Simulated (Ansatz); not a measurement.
Species, as SMILES: N([O])=O, doublet.
Atoms: N1, O2, O3. Bonds: N1-O2, N1-O3.

How fast the highest harmonic wavenumber converges with the basis for several methods (Ansatz, an electronic-structure program): deviation from each method's own reference, in cm⁻¹. References: HF 1847 cm⁻¹, the value in def2-QZVPP; PBE 1647 cm⁻¹, the value in def2-QZVPP; PBE0 1777 cm⁻¹, the value in def2-QZVPP. Cartesian d functions, on some or all atoms, in 6-31G**; all else is spherical. Open shells are unrestricted. No added dispersion term, no relativity. Each level at its own minimum, unscaled; the references are large sets that could be run, not limits.

| basis | functions | HF | PBE | PBE0 |
|---|---|---|---|---|
| def2-SVP | 42 | 140 | 103 | 110 |
| 6-31G** | 45 | 33 | 27 | 31 |
| 6-311G** | 54 | 31 | 13 | 21 |
| def2-SVPD | 66 | 98 | 75 | 80 |
| aug-cc-pVDZ | 69 | 11 | 18 | 17 |
| aug-pcseg-1 | 69 | 29 | 31 | 31 |
| 6-311++G(2d,2p) | 81 | -25 | -15 | -18 |
| jun-cc-pV(T+d)Z | 117 | 0 | -1 | 0 |
| 6-311++G(3df,3pd) | 117 | 10 | 14 | 13 |
| cc-pCVTZ | 129 | 4 | 2 | 2 |
| cc-pVQZ | 165 | 3 | 4 | 3 |
| def2-QZVPP | 171 | 0 | 0 | 0 |

Mean absolute deviation over 6-311G**, 6-311++G(2d,2p), jun-cc-pV(T+d)Z, 6-311++G(3df,3pd), cc-pCVTZ: PBE 9, PBE0 11, HF 14 cm⁻¹.
